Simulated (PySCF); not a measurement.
Compound: C₅H₇O (doublet state).
Geometry (GFN2-xTB, Å), atoms numbered from 1 in this order:
```xyz
13
C5H7O angstrom
C      2.8290    0.4726    0.2027
C      1.9156    0.5213   -0.7299
O      0.7040    0.1229   -0.9621
C     -0.1841   -0.1334    0.1653
C     -1.4768   -0.6436   -0.3659
C     -2.6310   -0.0130   -0.2346
H      3.7536    1.0129    0.1086
H      2.7615   -0.1881    1.0680
H     -0.3143    0.7954    0.7312
H      0.3020   -0.8811    0.8038
H     -1.4096   -1.5740   -0.9118
H     -3.5437   -0.4119   -0.6412
H     -2.7105    0.9205    0.2978
```

The hyperfine couplings belong to this conformer and change with its torsions.

As a line formula: `C=[C]OCC=C` [radical].

The calculation used UKS B3LYP, pcH-1 on C H O, non-relativistic, mean-field spin-orbit, GIAO (PySCF 2.14.0). Geometry: GFN2-xTB, one conformer, isolated molecule. A GFN2-xTB geometry isn't a minimum of the functional, and hyperfine couplings can be far from their values at a DFT geometry. Stability of the SCF solution: not tested.

(1) Give the principal g shifts and their parts.

(2) What are the electron Larmor frequencies g μB B/h along the three axes at 1200 mT?

(3) How much does each term add to the isotropic shift?

(4) At 9.575 GHz, how far is the centre of the isotropic spectrum from where a free electron (g = 2.002319) resonates?

(5) In a frozen sample, at which fields do the three g values resonate at 9.5, 34, 94 and 263 GHz (hyperfine left aside), and which band first spreads them over more than twice a line width of 0.3 mT?

Answers

(1) 
```
                    Δg (ppm)     1     2     3
relativistic mass correction  -187  -187  -187
            gauge correction    21    18   -55
   orbital Zeeman/spin–orbit  -727   -54  1237
                       total  -893  -223   996
```

So g = 2.00143, 2.00210, 2.00331 and g_iso = 2.00228; the tensor is rhombic: the two nearest values differ by 36 % of g3 − g1. Axes: g1 points within 11° of the C2–O3 bond.

(2) 33.6149, 33.6262, 33.6467 GHz for g1, g2 and g3, a range of 31.7 MHz.

(3) The mass correction -187, the orbital-Zeeman/spin–orbit term 152 and the gauge correction -5 ppm, for a total of -40 ppm. The mass correction is the largest in size. The mass correction is the same along every axis, so the anisotropy comes from the other two: their spans along these axes are 76 (gauge) and 1965 ppm (orbital Zeeman/spin–orbit).

(4) B = hν/(g μB) with μB/h = 13.99624 MHz/mT gives 341.66 mT for the free electron and 341.67 mT at g_iso, the same within 0.01 mT.

(5) 
```json
{"band": "X", "GHz": "9.5", "B(g3) mT": "338.82", "B(g2) mT": "339.02", "B(g1) mT": "339.13", "spread mT": "0.32"}
{"band": "Q", "GHz": "34.0", "B(g3) mT": "1212.60", "B(g2) mT": "1213.34", "B(g1) mT": "1213.75", "spread mT": "1.14"}
{"band": "W", "GHz": "94.0", "B(g3) mT": "3352.49", "B(g2) mT": "3354.53", "B(g1) mT": "3355.65", "spread mT": "3.16"}
{"band": "J", "GHz": "263.0", "B(g3) mT": "9379.83", "B(g2) mT": "9385.54", "B(g1) mT": "9388.68", "spread mT": "8.85"}
```

The spread grows in proportion to the frequency. Q band is the first where it exceeds 0.6 mT.

The Mulliken spin populations are largest on C2 (+0.88), C1 (-0.09), H8 (+0.08) and C4 (+0.06). C2 is the only atom above +0.15. The positive populations add up to 1.11 and the negative ones to -0.11, together 2S = 1.

The HOMO–LUMO gaps are 5.25 eV among the α and 4.70 eV among the β orbitals.
